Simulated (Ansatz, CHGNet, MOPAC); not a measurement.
## Wurtzite CdSe: properties by level of theory

Reference values: lattice constant a 4.298 Å (measured, temperature not stated, no zero-point or thermal correction; as tabulated in PVEducation, CdSe (wurtzite), citing its ref. 1); lattice parameter c 7.015 Å (measured, temperature not stated, not corrected to a static lattice; as tabulated in PVEducation, CdSe (wurtzite), citing its ref. 1).

| level (code) | lattice parameter a (Å) | lattice parameter c (Å) |
|---|---|---|
| PM7 semi-empirical Hartree-Fock (MOPAC) | 4.669 | 6.577 |
| CHGNet 0.3.0 | 4.378 | … |
| Hartree–Fock (Ansatz) | 4.461 | 7.261 |

**Question.** What belongs in the gaps?

**Answer.** 
- CHGNet 0.3.0, lattice parameter c (Å): 7.218

Differences from the reference values (errors of the level alone only where the reference is corrected to a static lattice):

| level | lattice constant a (%) | lattice parameter c (%) |
|---|---|---|
| PM7 semi-empirical Hartree-Fock (MOPAC) | +8.63 | -6.24 |
| CHGNet 0.3.0 | +1.86 | +2.89 |
| Hartree–Fock | +3.79 | +3.51 |

Nearest: lattice constant a, not ranked (reference at room or unstated temperature); lattice parameter c, not ranked (reference at room or unstated temperature). Values with a doubt, or to which a potential was fitted, aren't ranked.

Machine-learned potentials (CHGNet 0.3.0) are trained on DFT data: a solid inside that data is no test of them.

Caveats: the cell has another shape than the first-principles one, perhaps another minimum in the same group (PM7 semi-empirical Hartree-Fock (MOPAC)); the method was fitted mainly to molecules (PM7 semi-empirical Hartree-Fock (MOPAC)); the run uses a supercell at the zone centre in place of a k mesh (PM7 semi-empirical Hartree-Fock (MOPAC)). Ansatz's density-functional and Hartree–Fock values are scalar-relativistic unless marked +SOC, with PAW data made under PBE.

Differences are worked out from the printed values.

Computed values are for the static lattice.

Ansatz is a quantum-chemistry and plane-wave program.
